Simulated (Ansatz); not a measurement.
Isolated molecules relaxed with PBE0-D4/def2-TZVP in Ansatz; ΔE leaves out vibrations. CCSD(T)/CBS is the MP2 limit (def2-TZVPP, def2-QZVPP) plus CCSD(T) − MP2 in def2-TZVPP, frozen cores. Functionals use def2-TZVPP. B3LYP here is the variant with VWN-RPA as its local correlation; programs differ in this. HSE06 is defined as in plane-wave codes. One conformer a species, not always the lowest.

Consider the isomerisation: `C=C(C)SC` → `CC/C=C/S`.

`C=C(C)SC`:

```xyz
13

C     1.471   -1.495   -0.188
C     0.690   -0.428   -0.036
C     0.314    0.125    1.299
S     0.183    0.448   -1.478
C    -1.473    1.009   -1.053
H     1.908   -1.985    0.675
H     1.710   -1.891   -1.168
H     0.618    1.172    1.390
H     0.791   -0.450    2.095
H    -0.767    0.086    1.459
H    -1.842    1.532   -1.936
H    -1.468    1.707   -0.216
H    -2.137    0.170   -0.841
```

`CC/C=C/S`:

Cartesian coordinates in Å:
```
C 0.042 -1.858 -0.347
C 0.824 -0.559 -0.189
C 0.004 0.535 0.412
C -0.266 1.684 -0.196
S -1.217 3.027 0.393
H -0.810 -1.721 -1.017
H -0.345 -2.203 0.616
H 0.673 -2.651 -0.755
H 1.209 -0.233 -1.160
H 1.699 -0.745 0.445
H -0.401 0.348 1.406
H 0.126 1.884 -1.191
H -1.538 2.493 1.583
```

```tsv
level	ΔE (kJ/mol)	difference from CCSD(T)/CBS
PBE-D4	1.2	0.8
BLYP-D4	2.7	2.3
B3LYP-D4	0.9	0.5
HSE06-D4	-0.2	-0.6
BHLYP-D4	-0.4	-0.8
r2SCAN0	-0.6	-1.0
LC-ωPBE	-3.5	-3.9
HF/def2-TZVPP	-7.6	-8.0
HF/def2-QZVPP	-7.3	-7.7
MP2/def2-QZVPP	2.9	2.5
CCSD(T)/CBS	0.4	0
```

(1) What do rigid-rotor, harmonic-oscillator terms from PBE0-D4/def2-TZVP frequencies (298.15 K, 1 bar) make of the CCSD(T)/CBS value? (An estimate is asked.)

Largest T1 diagnostic among the species: 0.011.

## Answers

(1) The calculation gave: ΔZPE = -2.4 kJ/mol, ΔH = -2.0 kJ/mol, ΔS = 0 J/(mol·K), ΔG = -2.1 kJ/mol.

The D4 term adds +5.3 kJ/mol with B3LYP and +2.6 kJ/mol with PBE0; it sums over pairs of atoms, weighted by their polarisabilities, and B3LYP, whose exchange is more repulsive, gets the larger term. At CCSD(T), def2-SVP lies −14.3 kJ/mol from the extrapolated value and def2-TZVPP −3.0 kJ/mol. Leaving LDA and LC-ωPBE aside and taking each functional with its dispersion term where it has one, the values, not all of them listed here, spread over 6.0 kJ/mol, from B2PLYP to revPBE-D4.

CCSD(T)/CBS has its own doubt, a few kJ/mol and more with outer-core shells, so smaller differences from it don't rank the levels.
